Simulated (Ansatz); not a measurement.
A made-up structure of CH$_{5}$BN, doublet:

```
atom    x (Å)    y (Å)    z (Å)
  B1  -1.4306   0.3492  -0.6034
  N2  -0.0787   0.1838  -0.4448
  C3   0.6016  -0.3349   0.7240
  H4  -1.9598   0.7814  -1.5842
  H5   0.5480   0.4379  -1.1987
  H6  -0.5100   0.0804   0.4737
  H7   1.1684  -1.2391   0.4840
  H8   1.2919   0.4040   1.1412
```

It is relaxed with PBE-D4/def2-SVP and then PBE0-D4/def2-TZVP (Ansatz 0.2.0). Atoms count as bonded within 1.22 times the sum of their covalent radii (H–H: 0.88 Å). The end point is not checked to be a true minimum.

Question: Does its bonding change? (Judge from chemistry; the calculation decides.)

Answer: The calculation gives: Yes. Formed: none; broken: N2–H6.

Where it ends: The first stage lowers the energy by 5.61 eV in 10 steps. It ends as CH₅BN ([BH][NH][CH3]):
```json
{"atom": "B1", "x (Å)": "-1.4390", "y (Å)": "0.4603", "z (Å)": "-0.7973"}
{"atom": "N2", "x (Å)": "-0.1022", "y (Å)": "0.2417", "z (Å)": "-0.5837"}
{"atom": "C3", "x (Å)": "0.5161", "y (Å)": "-0.2335", "z (Å)": "0.6368"}
{"atom": "H4", "x (Å)": "-1.9164", "y (Å)": "0.8538", "z (Å)": "-1.8200"}
{"atom": "H5", "x (Å)": "0.5592", "y (Å)": "0.4175", "z (Å)": "-1.3301"}
{"atom": "H6", "x (Å)": "-0.2602", "y (Å)": "-0.3957", "z (Å)": "1.3840"}
{"atom": "H7", "x (Å)": "1.0434", "y (Å)": "-1.1777", "z (Å)": "0.4725"}
{"atom": "H8", "x (Å)": "1.2300", "y (Å)": "0.4962", "z (Å)": "1.0297"}
```

Labels in which every atom is bracketed show which atoms are joined, not bond orders.

For scale, one of the runs: PBE0-D4/def2-TZVP relaxation, 123 basis functions, launched by `ansatz run in.yaml --threads 2 --pin off --events-out ev --progress --plain --max-ram 4352MiB`. Hardware: 2 CPU threads of an Arm Neoverse V1, shared host. Wall time about 14 s.
